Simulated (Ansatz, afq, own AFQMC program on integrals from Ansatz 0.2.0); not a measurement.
AFQMC on a folder of integrals that Ansatz 0.2.0 wrote.

```yaml
crystal:
  periodic: [false, false, false]
  atoms:
    - {symbol: Si, position_ang: [0.000000, 0.000000, 0.479117]}
    - {symbol: C, position_ang: [0.000000, 0.000000, -0.872883]}
    - {symbol: H, position_ang: [0.000000, -0.909276, -1.474451]}
    - {symbol: H, position_ang: [0.000000, 0.909276, -1.474451]}
basis:
  gaussian: {orbitals: cc-pVDZ}
magnetization: {spin_polarized: false}
correlation: {method: ccsd_t, electrons: outside_noble_gas, hamiltonian_folder: ham}
```

```sh
$ ansatz run in.yaml --threads 1 --pin off --events-out ev --progress --plain --max-ram 1382MiB
```

Options of the walk:

```
--method free --trial cisd --walkers 70 --time-step 0.03 --max-blocks 80 --target-error 0.00038 --factor-cut 1e-05 --seed 2082 --times 0,0.21,0.42,0.81,1.2,1.8,2.4,3 --taylor-order 8
```

Times are imaginary, in 1/Eh. The walk had a cap of 536 s.

Output of the walk:

```
orbitals 36  electrons 5 5  factors 287 of 402
reference energy -327.72576317 Eh
CCSD correlation -0.23719023 Eh in 9 cycles, weight of the determinant in the CISD state 0.8801
repeat  energy at the last time / Eh  error
    10  -327.971852  0.000980
    20  -327.972718  0.001042
    30  -327.972620  0.000841
    40  -327.972596  0.000659
    50  -327.972256  0.000593
    60  -327.971848  0.000525
    70  -327.972023  0.000473
    80  -327.972163  0.000450
time / (1/Eh)  energy / Eh  error  mean overlap
  0.00  -327.963087  0.000284  1.1367
  0.21  -327.967311  0.000269  1.1331
  0.42  -327.969142  0.000248  1.1279
  0.81  -327.970490  0.000306  1.1353
  1.20  -327.971458  0.000352  1.1266
  1.80  -327.971326  0.000340  1.1416
  2.40  -327.971569  0.000395  1.1245
  3.00  -327.972163  0.000450  1.1194
energy -327.972163 +/- 0.000450 Eh
```

The run passed its tests (error under three times the target), which doesn't prove that it has relaxed.

Against this walk (error 12.3 meV) on the same determinant: CCSD(T) 41.8 meV higher, CCSDT(Q) 6.4 meV higher (within the noise). The error is statistical, and a free projection of finite length keeps a remainder of its start.

Cautions: remainder of the start not in the error; error above the target (12.3 against 10.3 meV).

The walk took 96 s on 1 thread of AMD EPYC 7R13 Processor (Zen 3), on a shared host. The log's last line is the free-projection energy.

CCSDT and higher add their correlation energy to the determinant of the CCSD(T) run, since their own runs factorise the integrals more tightly (a shift of under 2 meV). A walk keeps the symmetry of its determinant, which the program's search chose and which needn't be the lowest solution, so a lower state of the same spin and another symmetry isn't excluded.
